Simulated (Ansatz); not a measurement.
**MP2/6-311+G(d,p) run of SiN2H6 (SMILES NN[SiH3])**

What is the vertical electron affinity of SiN2H6 at MP2/6-311+G**? 

The results are computed with Ansatz 0.2.0.

38 further runs of the same task are left out: 38 set aside as unsound or not needed.

## Step 1: The molecule

SiN2H6: 9 atoms, total charge 0, spin state singlet. As SMILES, `NN[SiH3]`. The shape is that of a PBE0-D4/def2-TZVP optimisation. This is one conformer, not always the lowest.

Bond lengths: N1–N2 1.407 Å, N2–Si3 1.714 Å, N1–H4 1.014 Å, N1–H5 1.013 Å, N2–H6 1.005 Å, Si3–H7 1.494 Å, Si3–H8 1.491 Å, Si3–H9 1.486 Å. Some angles: N1–N2–Si3 123.5°, N1–N2–H6 112.1°, Si3–N2–H6 123.5°, N2–N1–H4 110.8°, N2–N1–H5 110.1°, N2–Si3–H7 112.3°, N2–Si3–H8 110.9°, N2–Si3–H9 107.1°, H4–N1–H5 108.5°, H7–Si3–H8 106.4°.

## Step 2: A single-point energy at MP2/6-311+G(d,p)

Contents of input.yaml:

```yaml
crystal:
  periodic: [false, false, false]
  atoms:
    - {symbol: N, position_ang: [-0.558800, 0.925000, -1.203100]}
    - {symbol: "N", position_ang: [-0.285500, 0.708200, 0.159700]}
    - {symbol: Si, position_ang: [0.408400, -0.736600, 0.767500]}
    - {symbol: H, position_ang: [0.267900, 0.761300, -1.767500]}
    - {symbol: H, position_ang: [-1.290500, 0.297600, -1.515600]}
    - {symbol: H, position_ang: [-0.377500, 1.549300, 0.701800]}
    - {symbol: H, position_ang: [1.729200, -1.040000, 0.139600]}
    - {symbol: H, position_ang: [-0.469800, -1.907300, 0.484500]}
    - {symbol: H, position_ang: [0.576500, -0.557300, 2.233000]}
basis:
  gaussian: {orbitals: 6-311+G_st__st_-spherical.json}
magnetization: {spin_polarized: false}
correlation: {method: mp2, frozen_orbitals: {H: 0, "N": 1, Si: 5}}
accuracy: high
```

The basis set 6-311+G** is read from a file made from the Basis Set Exchange's data (not shown).

Run with:

```
$ ansatz run input.yaml --threads 1 --pin off --max-ram 3480MiB --events-out events.jsonl --progress --plain --runs-dir runs
```

Output:

```text
Warning: RAYON_NUM_THREADS=1 ignored (pool sized by the plan → 1); use --threads N
Functional definition: HF
  name "HF"
  exchange = exact_x
  correlation = 0
2142 factors; integrals over basis functions are off by at most 4.4e-9 eV
mean field evaluation 1: about -10918.0886 eV, gradient 3.3e1 eV
mean field evaluation 2: about -10918.1752 eV, gradient 3.3e1 eV
mean field evaluation 4: about -10920.8236 eV, gradient 3.3e0 eV
mean field evaluation 8: about -10920.8606 eV, gradient 1.8e-1 eV
mean field -10920.86076998 eV, -401.3342308716 hartree, gradient 3.4e-8 eV, S^2 0.000000; 0 other end points of the search recorded, 0 dependent functions left out
7 core orbitals not correlated: weight in the atoms' cores, before any rotation towards them, 1.000 or more for the frozen orbitals, at most 0.000 for the correlated occupied ones
reference -10920.86076998 eV, -401.3342308716 hartree; 10, 10 occupied and 93, 93 virtual orbitals, 2142 factors
second order -12.95318064 eV of doubles, -0.00000000 eV of singles
Total energy: -10933.81395062 eV, -401.8102514800 hartree
```

It took 3.9 s on 1 thread of Arm Neoverse V2, shared host; peak memory 0.3 GiB.

## Step 3: The doublet anion

Contents of run.yaml:

```yaml
crystal:
  periodic: [false, false, false]
  atoms:
    - {symbol: N, position_ang: [-0.558800, 0.925000, -1.203100]}
    - {symbol: "N", position_ang: [-0.285500, 0.708200, 0.159700]}
    - {symbol: Si, position_ang: [0.408400, -0.736600, 0.767500]}
    - {symbol: H, position_ang: [0.267900, 0.761300, -1.767500]}
    - {symbol: H, position_ang: [-1.290500, 0.297600, -1.515600]}
    - {symbol: H, position_ang: [-0.377500, 1.549300, 0.701800]}
    - {symbol: H, position_ang: [1.729200, -1.040000, 0.139600]}
    - {symbol: H, position_ang: [-0.469800, -1.907300, 0.484500]}
    - {symbol: H, position_ang: [0.576500, -0.557300, 2.233000]}
basis:
  gaussian: {orbitals: 6-311+G_st__st_-spherical.json}
total_charge: -1
magnetization: {spin_polarized: true, initial_magnetization: 1}
correlation: {method: mp2, frozen_orbitals: {H: 0, "N": 1, Si: 5}}
accuracy: high
```

The basis set 6-311+G** is read from a file made from the Basis Set Exchange's data (not shown).

Run with:

```
$ ansatz run run.yaml --threads 1 --pin off --max-ram 3480MiB --events-out events.jsonl --progress --plain --runs-dir runs
```

Output, cut to the lines that bear on the results:

```text
Warning: RAYON_NUM_THREADS=1 ignored (pool sized by the plan → 1); use --threads N
Functional definition: HF
  name "HF"
[...]
2142 factors; integrals over basis functions are off by at most 4.4e-9 eV
[...]
mean field -10919.15296067 eV, -401.2714700368 hartree, gradient 2.7e-8 eV, S^2 0.751086; 14 other end points of the search recorded, 0 dependent functions left out
7 core orbitals not correlated: weight in the atoms' cores, before any rotation towards them, 1.000 or more for the frozen orbitals, at most 0.000 for the correlated occupied ones
reference -10919.15296067 eV, -401.2714700368 hartree; 11, 10 occupied and 92, 93 virtual orbitals, 2142 factors
second order -13.27767561 eV of doubles, -0.00000000 eV of singles
Total energy: -10932.43063628 eV, -401.7594156157 hartree
```

Run time: 25 s. Hardware: 1 thread of Arm Neoverse V2, shared host; peak memory 0.37 GiB.

## Step 4: Summary of results

Level: MP2/6-311+G**, 7 core orbitals frozen.

```
                                                   quantity          value
                               singlet SiN2H6: total energy  -401.81025 Eh
singlet SiN2H6: correlation energy (7 core orbitals frozen)     -476.0 mEh
                                doublet anion: total energy  -401.75942 Eh
 doublet anion: correlation energy (7 core orbitals frozen)     -487.9 mEh
           doublet anion: ⟨S²⟩ of the reference determinant          0.751
          vertical electron affinity (to the doublet anion)      -1.383 eV
```

In words: The anion lies 1.38 eV (133 kJ/mol) above the neutral: the electron isn't bound at this level, and such a value depends on the basis.
